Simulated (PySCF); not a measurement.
## MgF⁺ at PBE

Computed with PBE; Mg pcseg-2, F pcseg-2; no relativity (PySCF 2.14).

```
state                                                                                                             : ¹Σ⁺ (singlet), closed shell
bond length                                                                                                       : 0.1725 nm
harmonic wavenumber                                                                                               : 778 cm⁻¹
force constant                                                                                                    : 3.78 mdyn/Å
rotational constant Be                                                                                            : 0.5342 cm⁻¹
anharmonicity ωexe                                                                                                : 4.08 cm⁻¹
vibration–rotation constant αe                                                                                    : 0.00430 cm⁻¹
well depth De to Mg⁺ + F                                                                                          : 4.27 eV
dissociation energy D0                                                                                            : 4.22 eV
HOMO–LUMO gap                                                                                                     : 3.02 eV
bond order (Mayer)                                                                                                : 0.98
dipole moment (positive dipole points towards F; it is taken about the centre of mass and depends on that origin) : -8.90 D
```

For an ion De counts to the pair picked by the measured ionisation energies or electron affinities, which need not be the lowest pair at this level.
